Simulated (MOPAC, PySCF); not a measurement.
C$_{2}$H$_{2}$O, SMILES `C(=C)=O`, neutral singlet in the gas phase. 

Cartesian coordinates (Å):
SMILES: C=C=O
```xyz
5

C     -0.5439    -0.0235    -0.4064
C      0.7697     0.0334    -0.4384
O      1.9390     0.0840    -0.4665
H     -1.1272     0.8766    -0.5843
H     -1.0377    -0.9704    -0.2027
```
Charge 0, multiplicity 1.

All levels are single points at this geometry (PBE-D3(BJ)/def2-TZVP); Pople sets use spherical d functions. Orbital energies aren't observables, and empty levels follow the basis.

```tsv
level	HOMO (eV)	LUMO (eV)	gap (eV)	dipole (D)	vertical IE, Delta-SCF (eV)
PBE-D3(BJ)/def2-TZVP in PySCF	-5.89	-2.20	3.69	1.42	9.72
B3LYP/3-21G in PySCF	-6.42	-0.90	5.52	1.37	–
B3LYP/6-31G* in PySCF	-6.53	-0.97	5.56	1.49	9.59
M06-2X/6-31G* in PySCF	-8.05	0.37	8.42	1.55	–
PBE/6-31G* in PySCF	-5.47	-1.85	3.62	1.36	9.51
SVWN5/6-31G* in PySCF	-5.62	-2.05	3.57	1.45	9.79
HF/3-21G in PySCF	-9.74	3.61	13.35	1.84	–
HF/STO-3G in PySCF	-7.40	7.17	14.57	0.75	–
PM7 in MOPAC	-9.85	0.14	9.99	0.72	–
```
